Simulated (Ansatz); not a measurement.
The first iterations of a band of BF2H (4 atoms, charge 0, multiplicity 1).

All numbers below come from Ansatz, RKS B3LYP-D4/def2-SVP.

| Property | Result |
| --- | --- |
| movable images | 9 |
| climbing image | yes |
| spring | 5.0 eV/Å² |
| optimiser | quadratic models (default) |
| start path | through a guess of the saddle point |
| force threshold | 0.05 eV/Å |
| iteration limit | 60 |
| end points | relaxed |

First end point:

```xyz
4
Properties=species:S:1:pos:R:3
B 0.279 0.000 0.201
H 0.217 0.000 1.400
F 1.440 0.000 -0.417
F -0.812 0.000 -0.535
```

Last end point:

```xyz
4
Properties=species:S:1:pos:R:3
B -0.620 0.000 -0.144
H 1.322 0.000 0.551
F 2.216 0.000 0.835
F -1.794 0.000 -0.592
```

| iteration | highest image above the first end (eV) | largest band force component (eV/Å) |
| --- | --- | --- |
| 1 | 6.069 | 5.236 |
| 2 | 5.556 | 3.957 |
| 3 | 4.945 | 3.178 |
| 4 | 4.852 | 2.244 |

Q: Does the band converge within its limit, and where does its top end?

A: It converged. It ended after 12 iterations with the highest image 4.632 eV above the first end. Neighbouring images differ by up to 1.9 eV, so the band resolves the path poorly. A vibrational analysis at the climbing image gives one clearly imaginary mode, 1227i cm⁻¹: a first-order saddle point. The orbitals stay closed-shell, which can raise the energy where a bond breaks towards radicals; this wasn't checked here.

The run took 87 s on 1 thread of Arm Neoverse V1, on a shared host, peak memory 0.091 GiB.
